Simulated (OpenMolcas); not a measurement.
**How basis sets differ on BN2H4 (SMILES N[B]N)**

BN2H4: 7 atoms, total charge 0, spin state doublet. As SMILES, `N[B]N`. The coordinates come from a GFN2-xTB relaxation. This is one conformer, not always the lowest.

```
atom    x (Å)    y (Å)    z (Å)
   N  -0.9926   0.0951  -0.7018
   B  -0.0210  -0.7431  -0.1432
   N   0.9889  -0.2265   0.6765
   H  -1.7416  -0.2101  -1.2967
   H  -1.0152   1.0966  -0.5449
   H   1.0673   0.7588   0.9023
   H   1.7141  -0.7708   1.1079
```

Each level gives the dipole moment (D). The values are calculated.

| level | kind | program | value (D) | CPU time |
| --- | --- | --- | --- | --- |
| UHF/ANO-RCC-MB (DKH2) | Hartree–Fock | OpenMolcas | 1.14 | 2.4 s |
| UHF/STO-3G | Hartree–Fock | OpenMolcas | 0.70 | 2 s |
| UHF/3-21G | Hartree–Fock | OpenMolcas | 1.63 | 2.2 s |
| UHF/6-31G* (Cartesian functions) | Hartree–Fock | OpenMolcas | 1.46 | 2.4 s |
| UHF/def2-SVP | Hartree–Fock | OpenMolcas | 1.68 | 3.9 s |
| ROHF/jul-cc-pV(D+d)Z | Hartree–Fock | OpenMolcas | ? | 11 s |
| UHF/pcseg-2 (RICD fitting) | Hartree–Fock | OpenMolcas | 1.59 | 11 s |

Q: Estimate what the levels marked ? give.

A: As computed at these levels: ROHF/jul-cc-pV(D+d)Z: 1.61 D. The values span 0.70 to 1.68 D. Magnitudes only: a small dipole may point the other way at some levels. Sets without polarisation functions give poor dipoles. Without the sets that lack polarisation functions the rows with a basis span only 1.46 to 1.68 D. CPU times are rough (shared hosts, several kinds of processor): they show what a rung costs within a factor of a few.
